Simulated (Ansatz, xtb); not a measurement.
BNH2F (SMILES N[B]F): methods side by side

BNH2F has 5 atoms, charge 0, and is taken as a doublet. As SMILES, `N[B]F`. The shape is that of a PBE0-D4/def2-TZVP optimisation. This is one conformer, not always the lowest.

Quantity: the vertical energy of the quartet above the doublet, in eV. The values are calculated.

```tsv
level	kind	program	value (eV)	less FCI/STO-3G	CPU time (all runs)
GFN2-xTB	semi-empirical	xtb	8.42	+0.40	under 2 s
GFN0-xTB	semi-empirical	xtb	6.27	-1.75	under 2 s
UHF/STO-3G	Hartree–Fock	Ansatz	7.31	-0.71	0.15 s
USVWN5/STO-3G	LDA	Ansatz	7.96	-0.06	1.5 s
UPBE0/STO-3G	global hybrid	Ansatz	7.89	-0.13	2.8 s
UHSE06/STO-3G	range-separated hybrid	Ansatz	7.89	-0.13	3.6 s
UB2PLYP/STO-3G	double hybrid	Ansatz	8.10	+0.08	3.1 s
UMP2/STO-3G	perturbation theory	Ansatz	8.08	+0.06	0.18 s
UBCCD(T)/STO-3G	coupled cluster or CI	Ansatz	8.03	+0.01	0.53 s
FCI/STO-3G	exact in the basis	Ansatz	8.02	0.00	84 s
```

FCI/STO-3G is exact within its basis and frozen core, so for wave-function methods in that basis the difference is their error; functionals converge differently with the basis, so for them it is only a difference. The values span 6.27 to 8.42 eV. The xTB rows lack spin polarisation, so open shells miss the exchange term that lowers them. All rows use very small basis sets, so even the best lies far from the true value. Times are those of the runs behind each value, whatever else they computed, on shared processors of several kinds: orders of magnitude only.
